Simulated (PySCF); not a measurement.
A small calculation by hand: entropy of an ideal gas

LiF, SMILES [Li][F].

Geometry: PBE0-D3(BJ)/def2-TZVPD.

PBE0-D3(BJ)/def2-TZVPD run with PySCF gives the harmonic wavenumbers 908 cm⁻¹ and the rotational temperature 1.9408 K. The molar mass is 25.94 g/mol, the symmetry number 1, the spin multiplicity 1.

Work out the entropy at 298.15 K and 1 atm in the rigid-rotor, harmonic-oscillator model.


Translation (Sackur–Tetrode at 1 atm): S = R[1.5 ln M + 2.5 ln T − 1.16487] = 149.4 J/(mol K).
Rotation: q = T/(σ θ) = 154, S = R[ln q + 1] = 50.2 J/(mol K).
Vibration: with u = 1.4388 ν/T, each mode gives R[u/(e^u − 1) − ln(1 − e^−u)]:
| ν (cm⁻¹) | modes | u | S (J/(mol K)) |
|---|---|---|---|
| 908 | 1 | 4.38 | 0.57 |
These are all the modes. Sum 0.6 J/(mol K).
Spin: R ln 1 = 0.0 J/(mol K).
Total 200.1 J/(mol K); the program's own thermochemistry gives 200.1. Translation makes up 75 % and vibration 0 %. Anharmonicity, hindered rotation and orbital degeneracy are left out.
